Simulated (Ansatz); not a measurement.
Si2H7Cl, closed shell: at the start structure of a reaction step.

Input (in.yaml):

```yaml
crystal:
  periodic: [false, false, false]
  atoms:
    - {symbol: Si, position_ang: [-0.981070, 0.515783, -1.912656]}
    - {symbol: H, position_ang: [-0.896912, -0.304533, -0.677569]}
    - {symbol: H, position_ang: [-0.783567, -0.362024, -3.093912]}
    - {symbol: H, position_ang: [-2.323463, 1.146252, -1.986636]}
    - {symbol: H, position_ang: [0.065363, 1.566097, -1.887965]}
    - {symbol: Si, position_ang: [0.923545, -0.612746, 1.965417]}
    - {symbol: Cl, position_ang: [1.870651, 0.987564, 1.092730]}
    - {symbol: H, position_ang: [1.615698, -0.926327, 3.236754]}
    - {symbol: H, position_ang: [0.996412, -1.766331, 1.040347]}
    - {symbol: H, position_ang: [-0.486755, -0.243635, 2.223491]}
basis:
  gaussian: {orbitals: def2-TZVPP}
hamiltonian: {xc: {name: BLYP}, dispersion: d4}
```

Launched with

```bash
ansatz run in.yaml --threads 4 --pin off --events-out ev --progress --plain --max-ram 9574MiB
```

What Ansatz 0.2.0 printed:

```
Functional definition: BLYP
  name "BLYP"
  cite "Becke, Phys. Rev. A 38, 3098 (1988) doi:10.1103/PhysRevA.38.3098"
  cite "Lee, Yang & Parr, Phys. Rev. B 37, 785 (1988) doi:10.1103/PhysRevB.37.785"
  parameter beta = 0.0042
  parameter a = 0.04918
  parameter b = 0.132
  parameter c = 0.2533
  parameter d = 0.349
  exchange = b88_x(beta = beta)
  correlation = lyp_c(a = a, b = b, c = c, d = d)
1283 factors; their error is unknown
mean field evaluation 1: about -28390.8708 eV, gradient 2.3e1 eV
mean field evaluation 2: about -28392.0509 eV, gradient 1.7e1 eV
mean field evaluation 4: about -28392.8718 eV, gradient 1.3e0 eV
mean field evaluation 8: about -28392.8345 eV, gradient 2.0e-1 eV
mean field evaluation 16: about -28392.8346 eV, gradient 1.0e-5 eV
mean field -28392.83456787 eV, -1043.4174250149 hartree, gradient 1.0e-5 eV, S^2 0.000000; 0 other end points of the search recorded, 0 dependent functions left out
reference -28392.83498571 eV, -1043.4174403702 hartree; 26, 26 occupied and 198, 198 virtual orbitals, 1283 factors
Total energy: -28393.19522889 eV, -1043.4306790628 hartree
```

The run took about 1.3 s on 4 CPU threads of an Arm Neoverse V2 (shared host).
